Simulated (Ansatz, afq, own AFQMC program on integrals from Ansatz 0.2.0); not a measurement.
Where AFQMC and coupled cluster stand for NaC, quartet

| atom | x (Å) | y (Å) | z (Å) |
| --- | --- | --- | --- |
| C | 0.0000 | 0.0000 | 0.0000 |
| Na | 0.0000 | 0.0000 | 6.1160 |

Basis cc-pVDZ. Only valence electrons are correlated. Ansatz 0.2.0 and our own AFQMC program on the same integrals; the CISD trial comes from CCSD amplitudes, and released means the phaseless constraint is let go. Error bars are statistical, one sigma.

Determinant: UHF, the one that the program's search chose, which needn't be the lowest solution. The geometry is a point of a scan.

Full CI on the same integrals is exact in this basis and with this determinant's frozen core.

Cautions: lower spins were not checked.

The T1 diagnostic is 0.0069 and the weight of the determinant in the CISD state is 0.954. The ⟨S²⟩ of the determinant is 3.757. The size of the correlated space is 5 electrons in 26 orbitals.

```json
{"level": "MP2", "correlation energy (eV)": "-1.4109"}
{"level": "CCSD", "correlation energy (eV)": "-1.9867"}
{"level": "CCSD(T)", "correlation energy (eV)": "-2.0121"}
```

(1) Estimate where AFQMC with the constraint released lies against CCSD(T) on the same integrals.

(1) 0.9 ± 0.06 kJ/mol below CCSD(T).

Reference: full CI, correlation energy -2.021 eV. The released energy is read at 2.40 1/Eh (meV from the phaseless value at times in 1/Eh: -0.8 ± 0.6 at 0.24, -1.2 ± 0.4 at 0.51, -0.7 ± 1.8 at 0.99, -2.1 ± 0.5 at 1.62, -3.0 ± 0.6 at 2.40).

| level | E − E(reference) (kJ/mol) | share of correlation (%) |
| --- | --- | --- |
| CCSD(T) | 0.9 | 99.54 |
| CCSDT | 0.1 | 99.96 |
| CCSDT(Q) | 0.0 | 99.99 |
| CCSDTQ | 0.0 | 100.00 |
| ph-AFQMC/CISD | 0.3 ± 0.07 | 99.84 |
| released AFQMC | 0.0 ± 0.06 | 99.99 |

CCSDT and higher add their correlation energy to the determinant of the CCSD(T) run, since their own runs factorise the integrals more tightly (a shift of under 2 meV). A walk keeps the symmetry of its determinant, which the program's search chose and which needn't be the lowest solution, so a lower state of the same spin and another symmetry isn't excluded. Released energies are given only where the last usable release times agree within the noise; a slower fall can still hide under it.
